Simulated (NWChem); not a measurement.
All runs are NWChem calculations. System: propane (C₃H₈), charge 0, spin multiplicity 1, at a geometry optimised with PBE0/def2-SVP. Level: MP2/def2-TZVP, 3 core orbitals frozen.

Job file:

```
start mol
memory heap 200 mb stack 900 mb global 1100 mb
geometry units angstroms nocenter noautoz
  C     -1.271094     0.000000    -0.256775
  C      0.000000     0.000000     0.579290
  C      1.271094     0.000000    -0.256775
  H     -2.173992     0.000000     0.373178
  H     -1.321208     0.887507    -0.908670
  H     -1.321208    -0.887507    -0.908670
  H      0.000000    -0.879152     1.246941
  H      0.000000     0.879152     1.246941
  H      2.173992     0.000000     0.373178
  H      1.321208    -0.887507    -0.908670
  H      1.321208     0.887507    -0.908670
  symmetry group C2v
end
basis spherical
  * library def2-tzvp
end
scf
  rhf
  nopen 0
  maxiter 100
  thresh 1e-7
  semidirect memsize 60000000 filesize 0
end
mp2
  freeze core 3
end
task mp2 energy
```

NWChem printed:

```
             Northwest Computational Chemistry Package (NWChem) 7.3.0
             --------------------------------------------------------

                                NWChem Input Module
                                -------------------

 Scaling coordinates for geometry "geometry" by  1.889725989
 (inverse scale =  0.529177249)

 Turning off AUTOSYM since
 SYMMETRY directive was detected!

                             Geometry "geometry" -> ""
                             -------------------------

 Output coordinates in angstroms (scale by  1.889725989 to convert to a.u.)

  No.       Tag          Charge          X              Y              Z
 ---- ---------------- ---------- -------------- -------------- --------------
    1 C                    6.0000    -1.27109400     0.00000000    -0.25677500
    2 C                    6.0000     0.00000000     0.00000000     0.57929000
    3 C                    6.0000     1.27109400     0.00000000    -0.25677500
    4 H                    1.0000    -2.17399200     0.00000000     0.37317800
    5 H                    1.0000    -1.32120800     0.88750700    -0.90867000
    6 H                    1.0000    -1.32120800    -0.88750700    -0.90867000
    7 H                    1.0000     0.00000000    -0.87915200     1.24694100
    8 H                    1.0000     0.00000000     0.87915200     1.24694100
    9 H                    1.0000     2.17399200     0.00000000     0.37317800
   10 H                    1.0000     1.32120800    -0.88750700    -0.90867000
   11 H                    1.0000     1.32120800     0.88750700    -0.90867000

 Effective nuclear repulsion energy (a.u.)      82.3926212369

            Nuclear Dipole moment (a.u.)
            ----------------------------
        X                 Y               Z
 ---------------- ---------------- ----------------
     0.0000000000     0.0000000000    -0.0000037795

      Symmetry information
      --------------------

 Group name             C2v
 Group number             16
 Group order               4
 No. of unique centers     5

      Symmetry unique atoms

     1    2    4    5    7


 Summary of "ao basis" -> "" (spherical)
 ------------------------------------------------------------------------------
       Tag                 Description            Shells   Functions and Types
 ---------------- ------------------------------  ------  ---------------------
 *                         def2-tzvp                  on all atoms

 Summary of "ao basis" -> "ao basis" (spherical)
 ------------------------------------------------------------------------------
       Tag                 Description            Shells   Functions and Types
 ---------------- ------------------------------  ------  ---------------------
 C                         def2-tzvp                11       31   5s3p2d1f
 H                         def2-tzvp                 4        6   3s1p

                                 NWChem SCF Module
                                 -----------------

  ao basis        = "ao basis"
  functions       =   141
  atoms           =    11
  closed shells   =    13
  open shells     =     0
  charge          =   0.00
  wavefunction    = RHF
  use symmetry    = T
  symmetry adapt  = T

 Summary of "ao basis" -> "ao basis" (spherical)
 ------------------------------------------------------------------------------
       Tag                 Description            Shells   Functions and Types
 ---------------- ------------------------------  ------  ---------------------
[...]
   Bfn.  Coefficient  Atom+Function         Bfn.  Coefficient  Atom+Function
  ----- ------------  ---------------      ----- ------------  ---------------
     5      5.784026   1 C  s                67     -5.784026   3 C  s
    43      1.694233   2 C  px               96     -1.662536   4 H  s
   126      1.662536   9 H  s               102     -1.639606   5 H  s
   108     -1.639606   6 H  s               132      1.639606  10 H  s
   138      1.639606  11 H  s                 4     -0.447126   1 C  s

 Vector   16  Occ=0.000000D+00  E= 1.855621D-01  Symmetry=a1
              MO Center=  9.1D-16, -9.9D-16,  3.1D-01, r^2= 8.7D+00
   Bfn.  Coefficient  Atom+Function         Bfn.  Coefficient  Atom+Function
  ----- ------------  ---------------      ----- ------------  ---------------
    36      8.132245   2 C  s                 5     -4.331869   1 C  s
    67     -4.331869   3 C  s               114     -2.189418   7 H  s
   120     -2.189418   8 H  s               102      1.212501   5 H  s
   108      1.212501   6 H  s               132      1.212501  10 H  s
   138      1.212501  11 H  s                12     -0.921996   1 C  px

 center of mass
 --------------
 x =   0.00000000 y =   0.00000000 z =   0.01678401

 moments of inertia (a.u.)
 ------------------
          61.002415778642           0.000000000000           0.000000000000
           0.000000000000         241.721571697301           0.000000000000
           0.000000000000           0.000000000000         214.524573532902

  Mulliken analysis of the total density
  --------------------------------------

    Atom       Charge   Shell Charges
 -----------   ------   -------------------------------------------------------
    1 C    6     6.31   0.85  1.12  0.47  0.66  0.09  1.24  1.39  0.39  0.02  0.06  0.00
    2 C    6     6.10   0.85  1.12  0.47  0.67  0.01  1.24  1.36  0.26  0.02  0.09  0.01
    3 C    6     6.31   0.85  1.12  0.47  0.66  0.09  1.24  1.39  0.39  0.02  0.06  0.00
    4 H    1     0.90   0.27  0.50  0.11  0.02
    5 H    1     0.91   0.27  0.50  0.12  0.02
    6 H    1     0.91   0.27  0.50  0.12  0.02
    7 H    1     0.93   0.27  0.51  0.13  0.02
    8 H    1     0.93   0.27  0.51  0.13  0.02
    9 H    1     0.90   0.27  0.50  0.11  0.02
   10 H    1     0.91   0.27  0.50  0.12  0.02
   11 H    1     0.91   0.27  0.50  0.12  0.02

       Multipole analysis of the density wrt the origin
       ------------------------------------------------

     L   x y z        total         open         nuclear
     -   - - -        -----         ----         -------
     0   0 0 0     -0.000000      0.000000     26.000000

     1   1 0 0     -0.000000      0.000000      0.000000
     1   0 1 0     -0.000000      0.000000      0.000000
     1   0 0 1      0.035172      0.000000     -0.000004

     2   2 0 0    -16.760705      0.000000    127.926252
     2   1 1 0      0.000000      0.000000      0.000000
     2   1 0 1      0.000000      0.000000      0.000000
     2   0 2 0    -16.071991      0.000000     16.771472
     2   0 1 1      0.000000      0.000000      0.000000
     2   0 0 2    -16.452989      0.000000     33.909521

                   NWChem MP2 Semi-direct Energy/Gradient Module
                   ---------------------------------------------

  Basis functions       =    141
  Molecular orbitals    =    141
  Frozen core           =      3
  Frozen virtuals       =      0
  Active alpha occupied =     10
  Active beta occupied  =     10
  Active alpha virtual  =    128
  Active beta virtual   =    128
  Use MO symmetry       = T
  Use skeleton AO sym   = T

  AO/Fock/Back tols     =   1.0D-09  1.0D-09  1.0D-09

 GA uses MA = F    GA memory limited = T

 Available:
  local mem=  1.26D+08
 global mem=  1.44D+08
 local disk=  0.00D+00
  mp2_memr nvloc                   128
  nvloc new                   128
   1 passes of  10:        5242880                     104531                  43279868.
   1 passes of  10: M    126139597           G      144139438           F     120896717.

 Semi-direct pass number   1 of   1  for RHF alpha+beta  at        6.3s
  vrange nnbf                  9937
  mp2_eaftype                   165  avail_ma_in_mb                  1099
 EAF : mp2_eaftype filesize         165   21639934.
  mp2_eaf for mointskh                    165
Node 0 wrote    101.8 Mb in      0.0 s     Agg I/O rate:  2183.1 Mb/s
 Done moints_semi at       18.0s
  mp2_eaftype                   165  avail_ma_in_mb                   934
 EAF : mp2_eaftype filesize         165   21639934.
  mp2_eaf for kh                   165
 Done maket at       18.7s
 Done multipass loop at       18.7s

          -------------------------------------------
          SCF energy                -118.306940471726
          Correlation energy          -0.521529996613
          Singlet pairs               -0.354249779983
          Triplet pairs               -0.167280216629
          Total MP2 energy          -118.828470468339
          -------------------------------------------

          ---------------------------------------------------
                    Spin Component Scaled (SCS) MP2
          Same spin pairs                     -0.111520144420
          Same spin scaling factor             0.333333333333
          Opposite spin pairs                 -0.410009852193
          Opposite spin scaling fact.          1.200000000000
          SCS-MP2 correlation energy          -0.529185204105
          Total SCS-MP2 energy              -118.836125675831
          ---------------------------------------------------

 -----------------------
 Performance information
 -----------------------

 Timer overhead =  2.24D-07 seconds/call

               Nr. of calls         CPU time (s)                 Wall time (s)                GFlops
             ---------------    -------------------     ------------------------------   -------------------
Name         Min   Avg   Max    Min     Avg     Max     Min     Avg     Max   Mx/calls   Min     Max     Sum
mp2: moin     1     1     1    12.     12.     12.      12.     12.     12.     12.      0.0     0.0     0.0
mp2: make     1     1     1   0.64    0.64    0.64     0.64    0.64    0.64    0.64      0.0     0.0     0.0
mp2: tota     1     1     1    12.     12.     12.      12.     12.     12.     12.      0.0     0.0     0.0

 The average no. of pstat calls per process was 3.00D+00
 with a timing overhead of 6.73D-07s

 Task  times  cpu:       18.6s     wall:       18.6s

 Total times  cpu:       18.7s     wall:       18.7s
```
